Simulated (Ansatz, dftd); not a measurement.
Reaction: CH3O- (SMILES C[O-]) → CH3O- (SMILES [CH2-]O)
Each species at its own B3LYP-D3(BJ)/def2-TZVP minimum (Ansatz, an electronic-structure program).

Property: isomerisation energy (electronic), in kJ/mol. UHF or UKS for unpaired electrons; spin-orbit terms are left out. Correlated methods leave the cores frozen. Rows without X2C or -DK are non-relativistic. CBS(X,Y): correlation extrapolated as X^-3, Hartree-Fock from the larger set. A bracket is a step between two methods taken in the basis named. The functionals are non-relativistic, so their misses hold any scalar relativity. '+ core + X2C': CCSD(T) terms for core correlation (cc-pwCVTZ) and scalar relativity (cc-pVTZ-DK). def2-TZVPD holds few diffuse functions, which lowers the functionals' binding of the extra electron.

| level | program | isomerisation energy (kJ/mol) | difference against the last row |
|---|---|---|---|
| B3LYP/def2-TZVPD | Ansatz | 159.4 | 15.7 |
| CAM-B3LYP-D3(BJ)/def2-TZVPD | Ansatz + dftd3 | 157.3 | 13.6 |
| MP2/aug-cc-pVDZ | Ansatz | 147.0 | 3.3 |
| CCSD/aug-cc-pVTZ | Ansatz | 141.6 | -2.1 |
| CCSDT(Q)/aug-cc-pVDZ | Ansatz | 139.5 | -4.2 |
| CCSD(T)/CBS(aug-cc-pVTZ,aug-cc-pVQZ) + [CCSDT(Q) - CCSD(T)]/aug-cc-pVDZ + core + X2C | Ansatz | 143.7 | 0.0 |
